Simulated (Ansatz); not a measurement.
Relaxation of CH$_{2}$BO (5 atoms, charge 0, multiplicity 2), to a largest force component of 0.02 eV/Å in at most 50 steps.

The calculation used UKS B3LYP-D4/def2-mTZVP (Ansatz).

```xyz
5
Properties=species:S:1:pos:R:3
B -1.507 -0.112 -0.414
C -0.211 -0.320 0.042
O 0.951 0.437 0.142
H -2.618 -0.382 -0.660
H 0.783 1.320 -0.196
```

Q: Where does it end, and by what steps?

A: The run converged. After 6 steps the energy has fallen by 0.575 eV; C2 moved furthest, 0.48 Å.

| step | energy less start (eV) | largest force component (eV/Å) | accepted |
| --- | --- | --- | --- |
| 0 | 0.0000 | 2.847 | yes |
| 1 | -0.1979 | 1.979 | yes |
| 2 | -0.4575 | 1.676 | yes |
| 3 | -0.5470 | 0.877 | yes |
| 4 | -0.5717 | 0.531 | yes |
| 5 | -0.5749 | 0.063 | yes |
| 6 | -0.5750 | 0.014 | yes |

```xyz
5
Properties=species:S:1:pos:R:3
B -1.597 -0.264 -0.392
C -0.339 0.112 -0.138
O 0.900 0.369 0.149
H -2.700 -0.562 -0.625
H 1.134 1.287 -0.080
```

Whether the end is a true minimum wasn't checked by a vibrational analysis.

Run time: 60 s on 1 CPU thread of a shared host.
